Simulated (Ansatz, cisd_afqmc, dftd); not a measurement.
Reaction: NH2 (SMILES [NH2], doublet) → NH2- (SMILES [NH2-]) (an electron is taken up)
Each species at its own B3LYP-D3(BJ)/def2-TZVP minimum (Ansatz, a program for electronic structure).

Property: adiabatic electron affinity (electronic), positive where energy is released, in eV. Radicals and triplets start from unrestricted determinants; spin-orbit coupling is neglected. Correlated methods leave the cores frozen. Rows without X2C or -DK are non-relativistic. The Monte Carlo rows (phaseless AFQMC, CISD trial, step 0.005/hartree) carry one-sigma bars that omit the constraint's bias. Outlying blocks are dropped, and bars are widened where a walk drifts. Over all cases where full CI ran beside it in this data, AFQMC minus full CI had a median of +0.1 mEh and passed +0.4 mEh in a tenth of the cases. CBS(X,Y): correlation extrapolated as X^-3, Hartree-Fock from the larger set. A bracket is a step between two methods taken in the basis named. The functionals are non-relativistic, so their misses hold any scalar relativity. Double hybrids freeze cores in their MP2 part. '+ core + X2C': CCSD(T) terms for core correlation (cc-pwCVTZ) and scalar relativity (cc-pVTZ-DK). def2-TZVPD holds few diffuse functions, which lowers the functionals' binding of the extra electron.

```tsv
level	program	adiabatic electron affinity (eV)	difference against the last row
PBE-D3(BJ)/def2-TZVPD	Ansatz + dftd3	0.60	-0.15
PBE0/def2-TZVPD	Ansatz	0.37	-0.38
CAM-B3LYP/def2-TZVPD	Ansatz	0.52	-0.23
wB97M-V/def2-TZVPD	Ansatz	0.50	-0.25
B2PLYP-D4/def2-TZVPD	Ansatz + dftd4	0.51	-0.24
MP2/aug-cc-pVQZ	Ansatz	0.95	0.20
MP2/CBS(aug-cc-pVTZ,aug-cc-pVQZ)	Ansatz	0.99	0.24
CCSDT(Q)/aug-cc-pVDZ	Ansatz	0.55	-0.20
AFQMC/CISD/aug-cc-pVTZ	cisd_afqmc	0.66 ± 0.02	-0.09
CCSD(T)/CBS(aug-cc-pVTZ,aug-cc-pVQZ) + [CCSDT(Q) - CCSD(T)]/aug-cc-pVTZ + [CCSDTQ - CCSDT(Q)]/aug-cc-pVDZ + core + X2C	Ansatz	0.75	0.00
```
